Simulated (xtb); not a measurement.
**GFN2-xTB run of CH2F2OS2 (SMILES OC(F)(F)SS)**

Aim: a geometry optimisation of CH2F2OS2. 

Program for the calculation: xtb 6.7.1.

6 further runs of the same task are left out: 1 that didn't finish, 5 set aside as unsound or not needed.

## 1. The system as given

CH2F2OS2: 8 atoms, total charge 0, spin state singlet. As SMILES, `OC(F)(F)SS`. The shape comes from a force field and isn't a relaxed structure. This is one conformer, not always the lowest. The run starts from this shape.

Bond lengths: O1–C2 1.447 Å, C2–F3 1.337 Å, C2–F4 1.311 Å, C2–S5 1.791 Å, S5–S6 2.065 Å, O1–H7 0.917 Å, S6–H8 1.349 Å. Angles: O1–C2–F3 105.8°, O1–C2–F4 102.6°, O1–C2–S5 115.2°, F3–C2–F4 106.7°, F3–C2–S5 111.5°, F4–C2–S5 114.1°, C2–S5–S6 102.8°, C2–O1–H7 103.2°, S5–S6–H8 98.4°.

## 2. A structure relaxation at GFN2-xTB

xcontrol reads:

```
$chrg 0
$spin 0
$end
```

mol.sdf reads:

```

     RDKit          3D

  8  7  0  0  0  0  0  0  0  0999 V2000
    1.7615   -0.2446   -0.8573 O   0  0  0  0  0  0  0  0  0  0  0  0
    0.4327   -0.2519   -0.2838 C   0  0  0  0  0  0  0  0  0  0  0  0
    0.6025   -0.4491    1.0280 F   0  0  0  0  0  0  0  0  0  0  0  0
   -0.0808   -1.3568   -0.7679 F   0  0  0  0  0  0  0  0  0  0  0  0
   -0.5450    1.2131   -0.6076 S   0  0  0  0  0  0  0  0  0  0  0  0
   -2.2819    0.8476    0.4470 S   0  0  0  0  0  0  0  0  0  0  0  0
    2.0730   -1.0871   -0.6738 H   0  0  0  0  0  0  0  0  0  0  0  0
   -1.8698    1.2718    1.6596 H   0  0  0  0  0  0  0  0  0  0  0  0
  2  1  1  0
  3  2  1  0
  4  2  1  0
  5  2  1  0
  6  5  1  0
  7  1  1  0
  8  6  1  0
M  END
$$$$
```

Launch:

```bash
$ xtb mol.sdf --input xcontrol -o --json | tee xtb.out
```

What values should one expect? Wanted: total energy at the end; dipole moment; HOMO energy; LUMO energy; HOMO–LUMO gap; dispersion energy; mean polarisability.

**Answer.** As computed:

Level: GFN2-xTB.

| quantity | value |
| --- | --- |
| total energy at the end | -23.19854 Eh |
| dipole moment | 1.99 D |
| HOMO energy | -11.29 eV |
| LUMO energy | -7.63 eV |
| HOMO–LUMO gap | 3.66 eV |
| dispersion energy | -14.91 kJ/mol |
| mean polarisability (D4 model) | 63.9 bohr³ |

**Reading.** At the final geometry: Bond lengths: O1–C2 1.326 Å, C2–F3 1.364 Å, C2–F4 1.357 Å, C2–S5 1.843 Å, S5–S6 2.027 Å, O1–H7 0.970 Å, S6–H8 1.342 Å. Angles: O1–C2–F3 112.1°, O1–C2–F4 112.4°, O1–C2–S5 107.3°, F3–C2–F4 103.6°, F3–C2–S5 110.2°, F4–C2–S5 111.2°, C2–S5–S6 102.1°, C2–O1–H7 112.0°, S5–S6–H8 98.4°. The optimisation took 9 steps and changed the energy by -0.474 eV. Mulliken charges run from -0.39 on O1 to +0.48 on C2.
